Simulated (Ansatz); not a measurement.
Band gap of YF3 (Pnma, No. 62) at several levels of theory

No measured value is used here.

| level (code) | value (eV) |
|---|---|
| LDA (Ansatz) | 7.68 |
| PBEsol+SOC (Ansatz) | 7.79 |
| r²SCAN+SOC (Ansatz) | 8.66 (direct) |
| r²SCAN0 (Ansatz) | 11.54 |
| r²SCANh (Ansatz) | 9.83 |

Computed values are for a static lattice. Spin–orbit coupling is included only where a level's name says +SOC; with heavier elements it mostly lowers gaps and can invert bands.  Values are at the measured cell. Cutoffs and k meshes differ between the levels. Ansatz's density-functional and Hartree–Fock values are scalar-relativistic unless marked +SOC, with PAW data made under PBE.

Ansatz is a program for electronic structure.
